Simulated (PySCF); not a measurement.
# SiOF: structure of the doublet

Where does doublet SiOF go from a bent start, is the end point a minimum, and what are its modes, charges and moments?

The runs use PySCF 2.14.0; PBE0, basis Si def2-TZVP, O def2-TZVP, F def2-TZVP, no relativity, density fitting.

**1. Starting geometry**

3 atoms, charge 0, spin multiplicity 2.

Bond lengths: Si1–O2 1.640 Å, Si1–F3 1.800 Å. Angles: O2–Si1–F3 110.0°.

```xyz
3
charge 0 multiplicity 2
Si    0.0000    0.0000    0.0000
O    -1.3434    0.0000    0.9407
F     1.4745    0.0000    1.0324
```

**2. Finding the electronic state**

One driver script runs all steps and calls PySCF; scf.py shows how it sets up the SCF of each step. The optimiser is the driver's own. After this first run the driver tries any further starts and a stability analysis.

Input file scf.py:

```python
from pyscf import gto, scf, dft
mol = gto.M(atom='''
Si     0.000000     0.000000     0.000000
O     -1.343400     0.000000     0.940700
F      1.474500     0.000000     1.032400''',
    basis={'Si': 'def2-TZVP', 'O': 'def2-TZVP', 'F': 'def2-TZVP'},
    charge=0, spin=1)
mf = dft.UKS(mol, xc='PBE0')
mf.grids.atom_grid = (50, 194)
aux = {'Si': 'def2-universal-JKFIT', 'O': 'def2-universal-JKFIT', 'F': 'def2-universal-JKFIT'}
mf = mf.density_fit(auxbasis=aux)
mf.conv_tol = 1e-08
mf.diis_space = 10
mf.max_cycle = 60
mf.init_guess = 'minao'
mf.verbose = 4
mf.kernel()
```

On the command line:

```console
> OMP_NUM_THREADS=4 python axn.py task.json out
```

The log of the run:

```text
init E= -464.250283889787
[... the frontier-level lines of each cycle are left out ...]
cycle= 1 E= -464.034837254158  delta_E= 0.215  |g|= 0.806  |ddm|=  1.2
cycle= 2 E= -460.504049210032  delta_E= 3.53  |g|= 2.43  |ddm|= 1.89
cycle= 3 E= -464.232678553026  delta_E= -3.73  |g|= 0.503  |ddm|= 1.62
cycle= 4 E= -464.301919913797  delta_E= -0.0692  |g|= 0.324  |ddm|= 0.401
cycle= 5 E= -464.334360352541  delta_E= -0.0324  |g|= 0.0891  |ddm|= 0.13
cycle= 6 E= -464.337968878658  delta_E= -0.00361  |g|= 0.0452  |ddm|= 0.0467
cycle= 7 E= -464.339494787888  delta_E= -0.00153  |g|= 0.0124  |ddm|= 0.0556
cycle= 8 E= -464.339782641037  delta_E= -0.000288  |g|= 0.00842  |ddm|= 0.0321
cycle= 9 E= -464.339956816472  delta_E= -0.000174  |g|= 0.0052  |ddm|= 0.0337
cycle= 10 E= -464.340007442197  delta_E= -5.06e-05  |g|= 0.00249  |ddm|= 0.0197
cycle= 11 E= -464.340018631378  delta_E= -1.12e-05  |g|= 0.000769  |ddm|= 0.0099
cycle= 12 E= -464.340019929834  delta_E= -1.3e-06  |g|= 0.000195  |ddm|= 0.00277
cycle= 13 E= -464.340020113477  delta_E= -1.84e-07  |g|= 0.000126  |ddm|= 0.00119
cycle= 14 E= -464.340020133698  delta_E= -2.02e-08  |g|= 3.63e-05  |ddm|= 0.0004
cycle= 15 E= -464.340020135035  delta_E= -1.34e-09  |g|= 7.48e-06  |ddm|= 7.23e-05
Extra cycle  E= -464.340020135131  delta_E= -9.57e-11  |g|= 6.33e-06  |ddm|= 1.39e-05
converged SCF energy = -464.340020135131  <S^2> = 0.76657059  2S+1 = 2.0165025
```

This step, with its further starts and checks, needed 3.5 s of wall time on 4 threads of Arm Neoverse V2, shared host.

No lower solution of this spin turned up in the test of internal stability.

**3. Relaxing the doublet from the bent start**

The program finds Cs symmetry in the start, which this walk keeps. Threshold on the gradient: 0.0003 Eh/bohr, with a further test on the energy change.

scf.py, as its differences from that of step 2:

```diff
@@ -3,3 +3,3 @@
-Si     0.000000     0.000000     0.000000
-O     -1.343400     0.000000     0.940700
-F      1.474500     0.000000     1.032400''',
+Si    -0.103630     0.000000    -0.550425
+O     -1.447030     0.000000     0.390275
+F      1.370870     0.000000     0.481975''',
@@ -15 +14,0 @@
-mf.init_guess = 'minao'
```

The optimiser's trace:

```csv
step,energy (Eh),change (kJ/mol),largest symmetric gradient (Eh/bohr)
0,-464.340020,0.00,0.09174
1,-464.370597,-80.28,0.02191
2,-464.372042,-84.07,0.01686
3,-464.372220,-84.54,0.01250
4,-464.372336,-84.85,0.00144
5,-464.372338,-84.85,0.00112
6,-464.372341,-84.86,0.00004
```

The walk took 7.1 s.

Positions (Å) and forces (eV/Å) along the way:

```
step 0
Si  -0.104   0.000  -0.550   0.345   0.000   4.717
O   -1.447   0.000   0.390   2.599   0.000  -2.266
F    1.371   0.000   0.482  -2.944   0.000  -2.452
step 1
Si  -0.074   0.000  -0.424   0.140   0.000   1.127
O   -1.405   0.000   0.336   0.196   0.000  -0.518
F    1.300   0.000   0.410  -0.335   0.000  -0.609
step 3
Si  -0.078   0.000  -0.348   0.643   0.000  -0.152
O   -1.444   0.000   0.296  -0.431   0.000   0.233
F    1.342   0.000   0.374  -0.212   0.000  -0.081
step 6
Si  -0.073   0.000  -0.354   0.001   0.000  -0.002
O   -1.444   0.000   0.301   0.000   0.000   0.003
F    1.336   0.000   0.375  -0.001   0.000  -0.001
```

End point (Cs, 6 steps, 84.9 kJ/mol gained): Si–F 1.587 Å, Si–O 1.520 Å; F–Si–O 127.1°.

**4. Is it a minimum? Harmonic modes**

On the finer grid the gradient is checked again; gradients at displacements of ±0.02 bohr then give force constants and infrared intensities.

scf.py, as its differences from that of step 3:

```diff
@@ -3,3 +3,3 @@
-Si    -0.103630     0.000000    -0.550425
-O     -1.447030     0.000000     0.390275
-F      1.370870     0.000000     0.481975''',
+Si    -0.076745     0.000000    -0.387884
+O     -1.446921     0.000000     0.269256
+F      1.331069     0.000000     0.343785''',
@@ -9 +9 @@
-mf.grids.atom_grid = (50, 194)
+mf.grids.atom_grid = (75, 302)
@@ -12 +12 @@
-mf.conv_tol = 1e-08
+mf.conv_tol = 1e-10
```

This SCF starts from the last density.

Log of the central SCF (cycles and frontier levels):

```text
init E= -464.372338237486
[... the frontier-level lines of each cycle are left out ...]
cycle= 1 E= -464.372338237484  delta_E= 2.73e-12  |g|= 1.19e-06  |ddm|= 1.21e-06
Extra cycle  E= -464.372338237481  delta_E= 2.73e-12  |g|= 2.94e-06  |ddm|= 2.02e-06
converged SCF energy = -464.372338237481  <S^2> = 0.75592821  2S+1 = 2.0059194
```

The whole step took 30 s.

Geometry: Cs; Si–F 1.587 Å, Si–O 1.520 Å; F–Si–O 126.9°.

Modes, for the most abundant isotopes:

| symmetry | ω (cm⁻¹) | IR (km/mol) | μ (u) | type |
| --- | --- | --- | --- | --- |
| a' | 302 | 30.0 | 19.88 | bend |
| a' | 852 | 90.5 | 20.33 | stretch |
| a' | 1219 | 80.6 | 19.69 | stretch |

No imaginary mode, so this is a minimum.

Properties at this point:

```
Dipole moment                                                   : 2.67 D
Highest occupied level                                          : -8.31 eV
Lowest empty level                                              : -4.44 eV
Rotational constants                                            : 2.268, 0.2498, 0.225 cm⁻¹
Zero-point energy                                               : 14.2 kJ/mol
Principal polarisabilities                                      : 24.8, 24.8, 34.2 bohr³
Atomisation energy without zero-point energy                    : 1124 kJ/mol
Principal traceless quadrupole moments about the centre of mass : -7.57, 2.75, 4.82 D Å
Entropy at 298.15 K and 1 bar (electronic part: spin only)      : 265.3 J/(mol K)
Heat capacity Cp at 298.15 K                                    : 43.4 J/(mol K)
Enthalpy at 298.15 K above 0 K                                  : 11.22 kJ/mol
Rotational symmetry number                                      : 1
Spin squared ⟨S²⟩                                               : 0.756
```

Populations by atom (charges in e):

```csv
atom,Mulliken,Löwdin,polar tensor,spin (Mulliken),Mayer order to Si1
Si1,0.66,0.15,0.93,0.73,–
O2,-0.41,-0.17,-0.46,0.23,2.19
F3,-0.25,0.03,-0.47,0.05,1.15
```

Mulliken populations on Si1: s 5.32, p 7.44, d 0.49, f 0.09.

**5. Summary of results**

| quantity | value |
| --- | --- |
| minimum | doublet, Cs |
| geometry | Si–F 1.587 Å, Si–O 1.520 Å; F–Si–O 126.9° |
| wavenumbers (cm⁻¹) | 302 (a'), 852 (a'), 1219 (a') |
| dipole moment | 2.67 D |
| highest occupied, lowest empty level (either spin) | -8.31, -4.44 eV |
| polar-tensor charge of Si1 | +0.93 e |
| zero-point energy | 14.2 kJ/mol |
| entropy at 298.15 K | 265.3 J/(mol K) |
| atomisation energy (no zero-point energy) | 1124 kJ/mol |
| ⟨S²⟩ | 0.756 |

What this shows: The bent start keeps its Cs symmetry and ends in a minimum. In the infrared the band at 852 cm⁻¹ (a', stretch) leads. Most of the spin sits on Si1 (Mulliken spin 0.73, against 1 for the whole molecule). Only this shape and spin were tried, so other structures or states may lie lower.

The search up to here took 41 s.
